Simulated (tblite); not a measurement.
C₄H₄S.
Numbering: `[CH2:1]=[C:2]=[CH:3][CH:4]=[S:5]` (hydrogens: H6, H7 on C1; H8 on C3; H9 on C4)

Structure used (GFN2-xTB), in Å, numbered top down from 1:
```
atom  x, y, z in Å
C1    -1.8569    0.4311   -0.3745
C2    -0.6203    0.3960   -0.0166
C3     0.6443    0.3489    0.3418
C4     1.4795   -0.7839    0.1044
S5     3.0498   -0.8468    0.5334
H6    -2.6501    0.1048    0.2799
H7    -2.1597    0.7984   -1.3425
H8     1.0984    1.1959    0.8402
H9     1.0286   -1.6384   -0.3911
```

All values are computed: GFN2-xTB (tblite) harmonic vibrations without scaling, gas phase. This tight-binding method is rough: wavenumbers can miss measured ones by several per cent, in bad cases by 10 to 20. One conformer, not necessarily the lowest.

Harmonic wavenumbers (cm⁻¹): 97.0, 135.5, 328.0, 329.6, 491.8, 494.9, 790.6, 845.1, 879.5, 929.4, 1008.5, 1113.1, 1179.6, 1220.1, 1328.1, 1418.1, 2040.9, 2986.2, 3047.3, 3069.3, 3074.0.

A = 39586, B = 1548, C = 1504 MHz; mass 84.003 u (most abundant isotopes); point group Cs, symmetry number 1.

Question: What is the zero-point energy?

Answer: Half the sum of the wavenumbers: 13403 cm⁻¹ = 160.34 kJ/mol.

Question: Give the ideal-gas entropy at 350 K and 1 bar in the rigid-rotor, harmonic-oscillator model (classical rotation).

Answer: Translation 167.45, rotation 109.36, vibration 56.45: S = 333.3 J/(mol K).

Question: And Cp and H(350 K) − H(0)?

Answer: Cp = 97.86 J/(mol K), of which vibrations give 64.60 (their classical limit is 21 R = 174.6); H(350 K) − H(0) = 22.63 kJ/mol without the zero-point energy, 10.99 from vibrations.

Question: What must be added to the electronic energy to get the Gibbs energy at 350 K and 1 bar?

Answer: ZPE + [H(350 K) − H(0)] − T·S = 160.34 + 22.63 − 116.64 = 66.33 kJ/mol.

Question: Blend soft modes into free rotors: weight 1/[1 + (100 cm⁻¹/ν̃)⁴] for the oscillator and the rest for a rotor with moment μB/(μ + B), μ = h/(8π²ν), B = 10⁻⁴⁴ kg m². What vibrational entropy results?

Answer: 54.30 J/(mol K) in place of 56.45, which changes −T·S at 350 K by +0.75 kJ/mol.

Hindered rotation and anharmonicity are outside this model. Other conformers, if any are populated, would add a mixing term that is left out.

Time: 0.23 s wall. Hardware: Arm Neoverse N1, one thread, shared host. The figure is for the frequency step alone.
